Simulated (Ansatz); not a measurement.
System: chalcopyrite CdGeAs2. Method: r²SCAN+rVV10 in Ansatz (plane waves, PAW).

Run with plane-wave cutoff 560 eV, 8×8×8 k mesh, Fermi–Dirac smearing 0.01 eV, scalar-relativistic PAW data made under PBE.

Response to compression and expansion:

Shape and atoms are relaxed at each volume.

| V (Å³/atom) | P (GPa) | direct gap at Γ (eV) | c (Å) | a (Å) |
|---|---|---|---|---|
| 23.928 | 2.88 | 0.396 | 11.058 | 5.884 |
| 24.426 | 1.36 | 0.277 | 11.149 | 5.921 |
| 24.925 | 0.00 | 0.162 | 11.235 | 5.958 |
| 25.423 | -1.21 | 0.054 | 11.324 | 5.993 |
| 25.922 | -2.28 | 0.050 | 11.407 | 6.030 |

The gap at Γ does not follow one straight line over these volumes.

Measured, for comparison: band gap 0.57 eV (temperature not stated, no zero-point or thermal correction, direct; as tabulated in Rashkeev et al. (1999), arXiv:cond-mat/9809378).

Note: the bulk modulus comes from volumes at which shape and atoms were relaxed.

Spin–orbit coupling is not included.

Ansatz is a quantum-chemistry and plane-wave program.
